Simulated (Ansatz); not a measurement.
Reaction (SMILES): ClCl (Cl2) + [H][H] (H2) → 2 Cl (HCl)
B3LYP-D3(BJ)/def2-TZVP geometries, fixed; electronic energies without zero-point terms.
Largest species:
```
Cl
Cl 1 2.0135
```
Charge 0, spin multiplicity 1.

Basis-set convergence of the energy of full hydrogenation at PBE with Ansatz (a first-principles code). Cartesian d functions, on some or all atoms, in 6-31G*, 6-31+G*, 6-311G**, 6-311+G**; all else is spherical. The program fits the integrals of some runs and decomposes those of others, by size. No added dispersion term, no relativity. Functions are those of the species that has most. Reference: the value in aug-cc-pV(5+d)Z, -42.59 kcal/mol, itself unsure by roughly 0.08 kcal/mol (its mean distance from pcseg-4, aug-pcseg-3, aug-cc-pV(Q+d)Z). Deviations are taken from unrounded values.

| basis | functions | energy of full hydrogenation (kcal/mol) |
|---|---|---|
| def2-SVP | 36 | -45.11 |
| def2-SVPD | 54 | -51.72 |
| pcseg-1 | 36 | -45.51 |
| aug-pcseg-1 | 54 | -46.00 |
| 6-31G* | 38 | -40.38 |
| 6-31+G* | 46 | -41.54 |
| cc-pV(D+d)Z | 46 | -45.43 |
| aug-cc-pV(D+d)Z | 64 | -47.02 |
| 6-311G** | 54 | -49.62 |
| 6-311+G** | 62 | -48.24 |
| pcseg-2 | 68 | -43.51 |
| aug-pcseg-2 | 100 | -43.16 |
| def2-TZVP | 74 | -41.15 |
| def2-TZVPD | 92 | -42.37 |
| cc-pV(T+d)Z | 78 | -42.38 |
| aug-cc-pV(T+d)Z | 110 | -43.06 |
| def2-TZVPP | 84 | -42.30 |
| def2-TZVPPD | 102 | -43.12 |
| cc-pV(Q+d)Z | 128 | -42.45 |
| aug-cc-pV(Q+d)Z | 178 | -42.72 |
| pcseg-3 | 128 | -42.62 |
| aug-pcseg-3 | 178 | -42.58 |
| def2-QZVPP | 140 | -42.53 |
| def2-QZVPPD | 158 | -42.69 |
| cc-pV(5+d)Z | 200 | -42.48 |
| aug-cc-pV(5+d)Z | 272 | -42.59 |

What the diffuse functions change, pair by pair:
- def2-SVP to def2-SVPD: 18 more functions, deviation -2.52 to -9.13 kcal/mol
- pcseg-1 to aug-pcseg-1: 18 more functions, deviation -2.92 to -3.41 kcal/mol
- 6-31G* to 6-31+G*: 8 more functions, deviation 2.21 to 1.05 kcal/mol
- cc-pV(D+d)Z to aug-cc-pV(D+d)Z: 18 more functions, deviation -2.84 to -4.43 kcal/mol
- 6-311G** to 6-311+G**: 8 more functions, deviation -7.03 to -5.65 kcal/mol
- pcseg-2 to aug-pcseg-2: 32 more functions, deviation -0.92 to -0.57 kcal/mol
- def2-TZVP to def2-TZVPD: 18 more functions, deviation 1.44 to 0.22 kcal/mol
- cc-pV(T+d)Z to aug-cc-pV(T+d)Z: 32 more functions, deviation 0.21 to -0.47 kcal/mol
- def2-TZVPP to def2-TZVPPD: 18 more functions, deviation 0.29 to -0.53 kcal/mol
- cc-pV(Q+d)Z to aug-cc-pV(Q+d)Z: 50 more functions, deviation 0.14 to -0.13 kcal/mol
- pcseg-3 to aug-pcseg-3: 50 more functions, deviation -0.03 to 0.01 kcal/mol
- def2-QZVPP to def2-QZVPPD: 18 more functions, deviation 0.06 to -0.10 kcal/mol
- cc-pV(5+d)Z to aug-cc-pV(5+d)Z: 72 more functions, deviation 0.11 to 0.00 kcal/mol

Leaving out the reference's own pair, they bring the value nearer the reference by more than 0.08 kcal/mol in 4 of 12 pairs.
